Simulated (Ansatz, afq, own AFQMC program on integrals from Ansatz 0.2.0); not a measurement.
Atomization energy of SiGeH$_{2}$, triplet

```yaml
atoms:
  - { symbol: Si, position_ang: [0.0000, -0.1395, 1.6714] }
  - { symbol: Ge, position_ang: [0.0000, 0.0566, -0.6618] }
  - { symbol: H, position_ang: [0.0000, 1.2679, 2.2283] }
  - { symbol: H, position_ang: [0.0000, -1.4615, -1.1039] }
```

Connectivity, by distances: SiH–GeH.

Atoms in their ground-state spins without spin–orbit coupling (mostly on UHF) minus the molecule (UHF), without zero-point energy. The geometry is a stationary point, not shown to be a minimum.

Basis cc-pVDZ. Only valence electrons are correlated. Ansatz 0.2.0 and our own AFQMC program on the same integrals; the CISD trial comes from CCSD amplitudes, and released means the phaseless constraint is let go. Error bars are statistical, one sigma. No spin–orbit coupling. The errors of all members are added in quadrature.

No full CI on the walks' own integrals is used here; CCSDT(Q) serves as the reference and is uncertain by about the last step of the cluster series. Each member takes its own surest rung, up to full CI.

The best estimate is CCSD(T) at the basis-set limit (CBS: def2-TZVPP and def2-QZVPP, with their diffuse functions for anions and beside diffuse sets, CCSD(T) itself extrapolated) plus the step from CCSD(T) to CCSDT(Q) in cc-pVDZ. Rows without CBS are in cc-pVDZ, the functionals in def2-TZVP; B2PLYP and the wave-function rows carry a basis error of their own. Core correlation and relativity beyond core potentials are missing, and ± holds the sampling alone.

Cautions: inner d shell frozen; no relativity below Rb; no spin-orbit coupling; SiGeH₂ (triplet): lower spins were not checked, its ph-AFQMC/CISD value lies 31 ± 12 meV above CCSDT(Q).

```json
{"level": "wB97M-V", "atomization energy (kcal/mol)": "194.6"}
{"level": "MP2", "atomization energy (kcal/mol)": "168.6"}
{"level": "PBE0", "atomization energy (kcal/mol)": "196.0"}
```

(1) From these cheaper values, estimate the atomization energy at the level of the best estimate.

(1) 196.7 kcal/mol (best estimate, highest rung CCSDT(Q)).

```csv
level,atomization energy (kcal/mol),error against the best estimate (kcal/mol)
HF,128.5,-68.2
CCSD,171.2,-25.5
CCSD(T),174.9,-21.9
CCSDT,175.7,-21.1
CCSDT(Q),176.0,-20.8
ph-AFQMC/CISD,175.4 ± 0.3,-21.3 ± 0.3
released AFQMC,176.0 ± 0.3,-20.7 ± 0.3
HF/CBS,133.3,-63.4
MP2/CBS,188.1,-8.6
CCSD(T)/CBS,195.7,-1.1
PBE,200.4,3.6
r2SCAN,202.4,5.7
B3LYP,196.8,0.1
B2PLYP,191.8,-4.9
```

Correlation beyond CCSD(T) adds 1.1 kcal/mol. Going to the basis-set limit adds 20.8 kcal/mol at CCSD(T). The perturbative (T) step is worth +3.7 kcal/mol.

Best estimates are given only where the step beyond CCSD(T) is under 0.3 eV and no member's determinant is very poor (T1 over 0.05, or 0.07 for open shells, ⟨S²⟩ too high by 0.3, two states mixed), so the hardest cases are missing from such tables.

The functionals ran in a triple-zeta set and keep a basis error of their own, a few kJ/mol for each bond in atomization energies and more for double hybrids, so close places among them and the extrapolated levels can swap.

CCSDT and higher add their correlation energy to the determinant of the CCSD(T) run, since their own runs factorise the integrals more tightly (a shift of under 2 meV). Each member of a difference takes its own highest rung, so a best estimate needn't equal the limit plus the step of one row. A walk keeps the symmetry of its determinant, which the program's search chose and which needn't be the lowest solution, so a lower state of the same spin and another symmetry isn't excluded. Released energies are given only where the last usable release times agree within the noise; a slower fall can still hide under it.
